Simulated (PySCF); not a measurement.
Compound: C3H4ClO (doublet state).
Cartesian coordinates in Å at the GFN2-xTB level; atoms count from 1:
```
atom  x, y, z in Å
C1     1.4918    0.3862    0.2636
C2     0.2202    0.2106   -0.1991
Cl3   -0.2396    1.0103   -1.6987
C4    -0.7743   -0.5469    0.3945
O5    -2.0124   -0.6958   -0.0947
H6     1.7987   -0.0900    1.1748
H7     2.2044    0.9924   -0.2599
H8    -0.5970   -1.0753    1.3160
H9    -2.0783   -0.1855   -0.9218
```

The hyperfine couplings belong to this conformer and change with its torsions.

The species is `C=C(Cl)[CH]O` [radical].

Computed, not measured: PySCF 2.14.0, UKS B3LYP, pcH-1 on C Cl H O, non-relativistic, mean-field spin-orbit, GIAO. The structure is a single GFN2-xTB conformer in the gas phase; no vibrational or solvent corrections. A GFN2-xTB geometry isn't a minimum of the functional, and hyperfine couplings can be far from their values at a DFT geometry. No stability test was run, so a lower SCF solution isn't excluded. ⟨S²⟩ is 0.773 where a pure state has 0.75.

Q: Where do the isotropic ENDOR lines of H7, H8, H6, H9 and Cl3 fall at 349.5 mT, to first order?

A: For S = 1/2 in fast tumbling each set of equivalent nuclei gives two lines, ν± = |νn ± a/2| to first order, with νn = g_N μN B/h and μN/h = 7.62259 MHz/T.

```
nuclei  isotope     g_N  νn (MHz)  a_iso (MHz)  lower line (MHz)  upper line (MHz)
    H7       1H  5.5857     14.88       -41.78              6.01             35.77
    H8       1H  5.5857     14.88       -38.84              4.54             34.30
    H6       1H  5.5857     14.88       -38.30              4.27             34.03
    H9       1H  5.5857     14.88        -9.83              9.97             19.79
   Cl3     35Cl  0.5479      1.46        -1.70              0.61              2.31
```

Q: Which pairs are centred on the nuclear Larmor frequency, and which on half the coupling?

A: Centred on νn, since |a| < 2νn: H9 and Cl3. Centred on |a|/2 and split by 2νn: H7, H8 and H6.

Q: At what field would the lower line of H6 fall to zero frequency?

A: Where νn = |a|/2, that is B = 19.15 MHz/(5.5857 × 7.62259 MHz/T) = 450 mT, as far as first order holds there.

Main isotope only: 35Cl (natural samples also hold 24 % 37Cl, magnetic too, which adds its own pattern).

The largest Mulliken spin populations are on C1 (+0.66), C4 (+0.54), C2 (-0.21) and O5 (+0.11). The positive populations add up to 1.31 and the negative ones to -0.31, together 2S = 1. The angles at C1 add up to 360.0°, so it is planar; its axial dipolar tensor and the negative couplings of its protons fit spin in a p orbital normal to that plane.

The SMILES draws the unpaired electron on C4; the largest computed Mulliken spin population is on C1 (0.66 against 0.54).
